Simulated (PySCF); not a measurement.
Molecule: 1-Pyrroline, C₄H₇N.

Cartesian coordinates in Å; atom numbers follow the order of the lines, from 1:
```xyz
12

C    -0.747    1.146    0.287
N     0.454    1.486    0.061
C     1.212    0.298   -0.310
C     0.333   -0.922    0.026
C    -1.072   -0.317    0.123
H    -1.502    1.899    0.555
H     2.183    0.293    0.210
H     1.444    0.366   -1.389
H     0.412   -1.731   -0.714
H     0.629   -1.342    1.001
H    -1.680   -0.716    0.950
H    -1.666   -0.460   -0.799
```

Spin–spin couplings on one PBE0-D3(BJ)/def2-SVP geometry, PySCF 2.14.0 with density-fitted response routines, gas phase, non-relativistic, equivalent pairs averaged (spin–dipole term only in couplings to heteroatoms); isotopes 13C, 1H; basis pcJ-1.

Q: How do the couplings (Hz) change with the functional? Times are CPU seconds on shared hosts with different chips, so compare them loosely.

A: 
| functional | functions | 1J(C1,H6) | 1J(C3,H7) | 1J(C5,H11) | 1J(C4,H9) | 1J(C4,C5) | 1J(C1,C5) | 1J(C3,C4) | core-s |
| --- | --- | --- | --- | --- | --- | --- | --- | --- | --- |
| LDA | 205 | 148.3 | 110.8 | 104.6 | 104.6 | 22.6 | 19.1 | 17.0 | 16 |
| PBE | 205 | 172.9 | 132.8 | 124.9 | 125.1 | 31.5 | 27.4 | 25.5 | 22 |
| KT2 | 205 | 186.0 | 140.9 | 131.7 | 131.6 | 24.0 | 18.6 | 17.2 | 22 |
| B3LYP | 205 | 187.5 | 145.1 | 136.9 | 136.8 | 36.7 | 34.5 | 32.1 | 15 |
| PBE0 | 205 | 178.2 | 137.6 | 129.5 | 129.5 | 35.1 | 33.2 | 30.7 | 22 |
| B97-2 | 205 | 171.3 | 131.0 | 123.1 | 123.3 | 34.7 | 32.8 | 30.2 | 21 |
| BHandHLYP | 205 | 200.7 | 156.7 | 147.8 | 147.2 | 43.9 | 44.5 | 40.9 | 24 |
| CAM-B3LYP | 205 | 185.4 | 142.7 | 134.7 | 134.3 | 36.1 | 35.0 | 32.2 | 32 | Left out for a near triplet instability: HF/pcJ-1.
